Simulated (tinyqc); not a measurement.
Inside a calculation. Method: geometry optimisation on the RHF/sto-3g surface (energies and gradients from PySCF), for H2O, spin multiplicity 1. One step of it, computed by the program tinyqc.

Task: Step 3: move. Quasi-Newton step p = -H^(-1) g (the inverse Hessian comes from BFGS updates; coordinates in the order x, y, z of each atom); steps longer than 0.1 bohr are cut back (factor 0.564 here).

positions after step 2 (bohr):
```
            x          y          z
1O  -0.106024  -0.021120  -0.040809
2H   0.035670   1.541155   1.030912
3H   0.053347  -1.529484   1.064030
```

gradient (hartree/bohr):
```
              x            y            z
1O   0.00264459  -0.01185921   0.01873938
2H  -0.00087120   0.03259281  -0.00528966
3H  -0.00177339  -0.02073360  -0.01344972
```

inverse Hessian in use (bohr^2/hartree):
```
           1          2          3          4          5          6          7          8
1   1.675135   0.002070   0.061238  -0.004553   0.083561  -0.030315  -0.003915  -0.085632
2   0.002070   1.094213  -0.002676   0.024354   0.305761   0.185352  -0.026424   0.266692
3   0.061238  -0.002676   2.108968  -0.032139   0.613068  -0.213289  -0.029099  -0.610392
4  -0.004553   0.024354  -0.032139   1.667975  -0.057228   0.007689   0.003244   0.032874
5   0.083561   0.305761   0.613068  -0.057228   2.329673  -0.392993  -0.026333  -0.968767
6  -0.030315   0.185352  -0.213289   0.007689  -0.392993   1.710104   0.022627   0.207642
7  -0.003915  -0.026424  -0.029099   0.003244  -0.026333   0.022627   1.667338   0.052758
8  -0.085632   0.266692  -0.610392   0.032874  -0.968767   0.207642   0.052758   2.368742
9  -0.030923  -0.182676  -0.229013   0.024450  -0.220074   0.169851   0.006472   0.402750

           9
1  -0.030923
2  -0.182676
3  -0.229013
4   0.024450
5  -0.220074
6   0.169851
7   0.006472
8   0.402750
9   1.725828
```

Give: positions after step 3.

Result:

positions after step 3 (bohr):
```
          x        y        z
1O  -0.1120  -0.0171  -0.0840
2H   0.0386   1.4795   1.0505
3H   0.0564  -1.4719   1.0877
```
